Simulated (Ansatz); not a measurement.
Results of PBEsol in Ansatz (plane waves, PAW) for fluorite SrCl2.

Settings: plane-wave cutoff 500 eV, 10×10×10 k mesh, Fermi–Dirac smearing 0.05 eV, scalar-relativistic PAW data made under PBE.

Cell (relaxed at this level):

```cif
data_Cl8Sr4
_chemical_formula_sum 'Sr4 Cl8'
_space_group_name_H-M_alt 'Fm-3m'
_space_group_IT_number 225
_space_group_name_Hall '-F 4 2 3'
_cell_length_a 6.90762
_cell_length_b 6.90762
_cell_length_c 6.90762
_cell_angle_alpha 90.000
_cell_angle_beta 90.000
_cell_angle_gamma 90.000
loop_
_atom_site_label
_atom_site_type_symbol
_atom_site_symmetry_multiplicity
_atom_site_Wyckoff_symbol
_atom_site_fract_x
_atom_site_fract_y
_atom_site_fract_z
_atom_site_occupancy
Sr1 Sr 4 a 0.00000 0.00000 0.00000 1
Cl1 Cl 8 c 0.25000 0.25000 0.25000 1
```
(The calculation used a cell of 3 atoms; values per cell refer to that cell.)

Question: Estimate the band gap that the calculation returns.

Answer: 
- band gap = 5.25 eV (on the SCF k mesh)

Measured, for comparison: band gap 7.5 eV (temperature not stated, no zero-point or thermal correction; as tabulated in Aguado et al. (1999), arXiv:cond-mat/9901145).

Spin–orbit coupling is not included.

The computed numbers hold no vibrational or temperature effects.

Cost on a shared machine: about 28 core-seconds (a rough figure).

Ansatz is an electronic-structure program.
